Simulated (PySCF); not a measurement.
**Spin-rotation constants: `s1nccc1`, C₃H₃NS**

Geometry:
| atom | x (Å) | y (Å) | z (Å) |
| --- | --- | --- | --- |
| C1 | -0.339 | -0.645 | -0.189 |
| C2 | 1.061 | -0.492 | 0.021 |
| N3 | 1.507 | 0.735 | 0.158 |
| S4 | 0.239 | 1.792 | 0.039 |
| C5 | -0.946 | 0.585 | -0.202 |
| H6 | -0.853 | -1.597 | -0.320 |
| H7 | 1.777 | -1.317 | 0.075 |
| H8 | -2.002 | 0.817 | -0.340 |

Theory: GIAO B3LYP/def2-TZVP magnetisability, rotational g tensor and spin-rotation constants, non-relativistic, gas phase (PySCF 2.14.0). Geometry: PBE0-D3(BJ)/def2-SVP.

Q: Give the nuclear spin-rotation constants along the inertial axes (H = +C I·J) beside the isotropic shieldings.

A: Rotational constants 8.2753, 5.8219, 3.4176 GHz. A star marks the isotopologue with that one atom substituted, in its own axes.
| atom | isotope | Caa (kHz) | Cbb (kHz) | Ccc (kHz) | mean (kHz) | σ (ppm) |
| --- | --- | --- | --- | --- | --- | --- |
| N3 | 14N | 2.267 | 1.305 | 0.142 | 1.238 | -82.8 |
| H6 | 1H | 0.433 | -0.255 | -0.354 | -0.059 | 24.4 |
| H7 | 1H | 0.232 | -0.038 | -0.307 | -0.038 | 23.1 |
| H8 | 1H | -0.694 | 0.679 | -0.371 | -0.129 | 23.0 |
| C1 | 13C* | 3.271 | 2.239 | 0.516 | 2.008 | 56.4 |
| C2 | 13C* | 3.677 | 2.598 | 0.667 | 2.314 | 21.9 |
| S4 | 33S* | 4.629 | 2.644 | 1.458 | 2.910 | 16.9 |
| C5 | 13C* | 3.199 | 3.069 | 0.522 | 2.263 | 26.6 |

For the geometry as given, no vibrational averaging.
